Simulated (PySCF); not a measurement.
Level of theory: TPSSh-D3(BJ)/def2-TZVP // PBE0-D3(BJ)/def2-TZVP in PySCF. All species are isolated molecules in the gas phase. Delta-SCF ions had no search for a lower state. 

Reference species (SMILES): `C` (neutral, multiplicity 1).

The HOMO–LUMO gap is 11.68 eV, the hole reorganisation energy (four-point) is 3.102 eV and the adiabatic ionisation energy (no zero-point term) is 12.58 eV. The vertical ionisation energy (Delta-SCF) is 14.04 eV.

Changed species: `Br`.

Q: Predict the effect on the HOMO–LUMO gap, hole reorganisation energy (four-point), adiabatic ionisation energy (no zero-point term) and vertical ionisation energy (Delta-SCF).

A: the HOMO–LUMO gap falls by 4.19 eV, to 7.49 eV; the hole reorganisation energy (four-point) falls by 3.074 eV, to 0.028 eV; the adiabatic ionisation energy (no zero-point term) falls by 0.86 eV, to 11.72 eV; the vertical ionisation energy (Delta-SCF) decreases by 2.31 eV, to 11.73 eV.
